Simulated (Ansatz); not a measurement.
in.yaml

```yaml
crystal:
  periodic: [false, false, false]
  atoms:
    - {symbol: Al, position_ang: [0.000000, 0.000000, -0.459751]}
    - {symbol: O, position_ang: [0.000000, 0.000000, -2.053499]}
    - {symbol: H, position_ang: [0.000000, 0.000000, 2.513249]}
basis:
  gaussian: {orbitals: 6-31G}
correlation: {method: fic_mrcisd_q, electrons: outside_noble_gas, active_space: {window: {electrons: 2, orbitals: 2}, states: [{multiplicity: 1, weights: [-1, 1]}]}}
scf: {lower_state_search: off}
```

```sh
$ ansatz run in.yaml --threads 1 --pin off --events-out ev --progress --plain --max-ram 2393MiB
```

(1) One thing in this input was set wrong on purpose, beside settings that are merely unusual. What is the gravest fault, and what does the program do?

Results:

(1) Impossible set of states or weights. How the run ends: refused.
```
Error: set 0 asks for 2 states and needs as many positive weights; it has [-1.0, 1.0]
```
